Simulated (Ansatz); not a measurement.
1T (CdI2-type) CdI2 was calculated with PBE+SOC (Ansatz, a first-principles code, plane waves, PAW).

Settings: plane-wave cutoff 520 eV, 12×12×6 k mesh (along the axes of the cell as run), Fermi–Dirac smearing 0.01 eV, PAW data made under PBE.

Cell (measured lattice):

CdI2 has the trigonal space group P-3m1 (No. 164), the CdI2 type structure, Pearson symbol hP3. Lattice parameters: a = 4.244 Å, b = 4.244 Å, c = 6.859 Å, α = 90.00°, β = 90.00°, γ = 120.00°. Cd on 1a has 6 I at 2.988 Å (octahedral). I on 2d sees 3 Cd at 2.988 Å (trigonal pyramidal). (Neighbours: up to the widest gap in distance over summed covalent radii, below 1.35, at either atom; cation-cation and far metal-metal contacts left out.)

Problem. What does this level give for the band gap and smallest direct gap on the k points sampled?

Solution. 
- band gap: 2.04 eV (indirect)
- smallest direct gap on the k points sampled: 2.33 eV

Note: cell and atoms aren't relaxed at this level (pressure 1.9 GPa).

Computing time: around 5 core-minutes (rough).
